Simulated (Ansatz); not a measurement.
# Cost against result

The pair of HF (SMILES F, atoms 1–2) and C$_{2}$H$_{6}$ (SMILES CC, atoms 3–10), both closed shells, in one local arrangement (a lower one may exist), relaxed at PBE0-D4/def2-TZVP:

| atom | x (Å) | y (Å) | z (Å) |
| --- | --- | --- | --- |
| F1 | -0.2035 | 1.0383 | -2.5134 |
| H2 | -0.0679 | 0.3615 | -1.8985 |
| C3 | -0.0862 | 0.4074 | 1.0289 |
| C4 | 0.1522 | -0.7473 | 0.0713 |
| H5 | -0.2738 | 1.3398 | 0.4918 |
| H6 | -0.9493 | 0.2158 | 1.6697 |
| H7 | 0.7785 | 0.5673 | 1.6760 |
| H8 | 0.3403 | -1.6842 | 0.5998 |
| H9 | 1.0311 | -0.5712 | -0.5595 |
| H10 | -0.7212 | -0.9276 | -0.5661 |

Interaction energies are counterpoise-corrected; the time is that of the whole pair.

Program: Ansatz 0.2.0. Basis: as named in each row. Cores are frozen in the correlated methods. B3LYP uses VWN-RPA correlation. Extrapolation: Hartree–Fock as exp(−7.88 √X), correlation as X^−2.97.

Times are rough, for one single point on 4 threads of a shared host (Arm Neoverse V2).

The estimate by CCSD(T) at an estimated basis limit (MP2 extrapolated from triple and quadruple zeta, plus CCSD(T) − MP2 in triple zeta) is -0.081 eV.

```tsv
method	basis	time (s)	interaction energy (eV)	method less estimate
HF	STO-3G	under 1	0.132	0.213
PBE-D4	STO-3G	under 1	0.046	0.126
B3LYP-D4	6-31G	under 1	-0.054	0.027
SPW92	def2-SVP	under 1	-0.150	-0.069
PBE-D4	def2-SVP	under 1	-0.074	0.007
PBE0-D4	def2-SVP	under 1	-0.065	0.016
CCSD(T)	def2-SVP	under 1	-0.002	0.079
PBE-D4	def2-TZVPPD	1	-0.098	-0.017
revPBE-D4	def2-TZVPPD	1	-0.060	0.020
BLYP-D4	def2-TZVPPD	1	-0.063	0.017
PBE0-D4	def2-TZVPPD	1	-0.091	-0.010
wB97M-V	def2-SVP	2	-0.051	0.030
B3LYP-D4	def2-TZVPPD	2	-0.074	0.007
HSE06-D4	def2-TZVPPD	2	-0.091	-0.010
r2SCAN-D4	def2-TZVPPD	2	-0.102	-0.022
B2PLYP	def2-TZVPPD	3	-0.056	0.025
wB97X-V	def2-TZVPPD	4	-0.085	-0.004
wB97M-V	def2-TZVPPD	4	-0.085	-0.005
B97M-V	def2-TZVPPD	4	-0.086	-0.006
MP2	def2-QZVPPD	11	-0.073	0.007
CCSD(T)	def2-TZVPPD	44	-0.069	0.011
```

No T1 diagnostic of these runs exceeds 0.011.
